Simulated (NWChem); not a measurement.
The numbers come from NWChem runs, not from measurements. System: CH3O, charge 1, spin multiplicity 1, at the geometry of a parent with another charge or spin, in a state set for the comparison that need not be this species' ground state. Level: B3LYP/def2-TZVP, VWN1-RPA local correlation.

Part of the output:

```
             Northwest Computational Chemistry Package (NWChem) 7.3.0
             --------------------------------------------------------

                                NWChem Input Module
                                -------------------

 Scaling coordinates for geometry "geometry" by  1.889725989
 (inverse scale =  0.529177249)

                             Geometry "geometry" -> ""
                             -------------------------

 Output coordinates in angstroms (scale by  1.889725989 to convert to a.u.)

  No.       Tag          Charge          X              Y              Z
 ---- ---------------- ---------- -------------- -------------- --------------
    1 C                    6.0000    -0.62890900     0.23846200     0.12343200
    2 O                    8.0000     0.58942200    -0.33029100    -0.08311800
    3 H                    1.0000    -1.46623000    -0.44293700    -0.04123300
    4 H                    1.0000    -0.75285300     1.31367200    -0.05054200
    5 H                    1.0000     1.27715700     0.34081900     0.01612800

 Effective nuclear repulsion energy (a.u.)      35.2691880513

            Nuclear Dipole moment (a.u.)
            ----------------------------
        X                 Y               Z
 ---------------- ---------------- ----------------
    -0.0000075589    -0.0000037795     0.0000018897


 Summary of "ao basis" -> "" (spherical)
 ------------------------------------------------------------------------------
       Tag                 Description            Shells   Functions and Types
 ---------------- ------------------------------  ------  ---------------------
 *                         def2-tzvp                  on all atoms

                                 NWChem DFT Module
                                 -----------------

 Summary of "ao basis" -> "ao basis" (spherical)
 ------------------------------------------------------------------------------
       Tag                 Description            Shells   Functions and Types
 ---------------- ------------------------------  ------  ---------------------
 C                         def2-tzvp                11       31   5s3p2d1f
 O                         def2-tzvp                11       31   5s3p2d1f
 H                         def2-tzvp                 4        6   3s1p

 Summary of "ao basis" -> "ao basis" (spherical)
 ------------------------------------------------------------------------------
[...]
    63     -0.145151  3 H  s                 10      0.104356  1 C  py

 Vector    7  Occ=2.000000D+00  E=-7.234668D-01
              MO Center=  2.7D-01, -1.6D-01, -5.4D-02, r^2= 1.0D+00
   Bfn.  Coefficient  Atom+Function         Bfn.  Coefficient  Atom+Function
  ----- ------------  ---------------      ----- ------------  ---------------
    39      0.407108  2 O  pz                42      0.341111  2 O  pz
     8      0.189761  1 C  pz                45      0.182357  2 O  pz
    11      0.168616  1 C  pz                 7     -0.094253  1 C  py
    10     -0.072532  1 C  py                35     -0.072469  2 O  s
    36     -0.061630  2 O  s                  4      0.057092  1 C  s

 Vector    8  Occ=2.000000D+00  E=-6.859350D-01
              MO Center=  3.7D-02, -6.7D-02,  3.5D-03, r^2= 1.5D+00
   Bfn.  Coefficient  Atom+Function         Bfn.  Coefficient  Atom+Function
  ----- ------------  ---------------      ----- ------------  ---------------
    38      0.353951  2 O  py                41      0.283995  2 O  py
     7     -0.228285  1 C  py                70     -0.175878  4 H  s
    10     -0.150978  1 C  py                44      0.151623  2 O  py
    64      0.138536  3 H  s                 35     -0.136547  2 O  s
    36     -0.132612  2 O  s                 76      0.124018  5 H  s

 Vector    9  Occ=0.000000D+00  E=-4.170690D-01
              MO Center= -4.1D-01,  1.5D-01,  1.9D-01, r^2= 1.4D+00
   Bfn.  Coefficient  Atom+Function         Bfn.  Coefficient  Atom+Function
  ----- ------------  ---------------      ----- ------------  ---------------
     8      0.417903  1 C  pz                11      0.413324  1 C  pz
    14      0.277846  1 C  pz                39     -0.272953  2 O  pz
    45     -0.228779  2 O  pz                42     -0.224788  2 O  pz
     4      0.132686  1 C  s                  5      0.087247  1 C  s
    70     -0.069286  4 H  s                  3      0.055360  1 C  s

 Vector   10  Occ=0.000000D+00  E=-2.204745D-01
              MO Center=  8.9D-01,  5.6D-01,  4.7D-02, r^2= 3.0D+00
   Bfn.  Coefficient  Atom+Function         Bfn.  Coefficient  Atom+Function
  ----- ------------  ---------------      ----- ------------  ---------------
    36      0.969672  2 O  s                 77     -0.946538  5 H  s
    71     -0.525533  4 H  s                 12     -0.491797  1 C  px
    65     -0.296834  3 H  s                 76     -0.284086  5 H  s
    44      0.242251  2 O  py                 5      0.202955  1 C  s
    13      0.199262  1 C  py                34      0.176421  2 O  s

 Vector   11  Occ=0.000000D+00  E=-1.660262D-01
              MO Center= -1.1D+00,  7.2D-01, -1.3D-02, r^2= 3.6D+00
   Bfn.  Coefficient  Atom+Function         Bfn.  Coefficient  Atom+Function
  ----- ------------  ---------------      ----- ------------  ---------------
     5      1.703429  1 C  s                 71     -1.456621  4 H  s
    65     -1.138922  3 H  s                  4      0.785064  1 C  s
    36     -0.570810  2 O  s                 14     -0.270576  1 C  pz
    43      0.261295  2 O  px                 3      0.235816  1 C  s
     2     -0.140898  1 C  s                 44     -0.134118  2 O  py

 center of mass
 --------------
 x =   0.05675244 y =  -0.07313148 z =   0.00459846

 moments of inertia (a.u.)
 ------------------
          16.900280010604          17.073358115446           5.704328513706
          17.073358115446          53.404302462301          -2.686399419862
           5.704328513706          -2.686399419862          68.178410844433

     Multipole analysis of the density
     ---------------------------------

     L   x y z        total         alpha         beta         nuclear
     -   - - -        -----         -----         ----         -------
     0   0 0 0      1.000000     -8.000000     -8.000000     17.000000

     1   1 0 0     -0.419006     -0.209499     -0.209499     -0.000008
     1   0 1 0      0.875167      0.437586      0.437586     -0.000004
     1   0 0 1      0.127296      0.063647      0.063647      0.000002

     2   2 0 0     -3.023114    -18.474565    -18.474565     33.926017
     2   1 1 0      0.634632      4.533933      4.533933     -8.433235
     2   1 0 1      0.019751      1.328655      1.328655     -2.637559
     2   0 2 0     -6.519784     -9.066455     -9.066455     11.613125
     2   0 1 1      0.002904     -0.629899     -0.629899      1.262703
     2   0 0 2     -7.852542     -4.196237     -4.196237      0.539932

 Task  times  cpu:        2.2s     wall:        2.2s

 Total times  cpu:        2.3s     wall:        2.3s
```

Write an NWChem input that would produce this output.

This is not unique; one that fits is 
```
start mol
memory heap 200 mb stack 900 mb global 1100 mb
charge 1
geometry units angstroms nocenter noautoz noautosym
  C     -0.628909     0.238462     0.123432
  O      0.589422    -0.330291    -0.083118
  H     -1.466230    -0.442937    -0.041233
  H     -0.752853     1.313672    -0.050542
  H      1.277157     0.340819     0.016128
end
basis spherical
  * library def2-tzvp
end
dft
  xc b3lyp
  semidirect memsize 60000000 filesize 0
  iterations 100
end
task dft energy
```
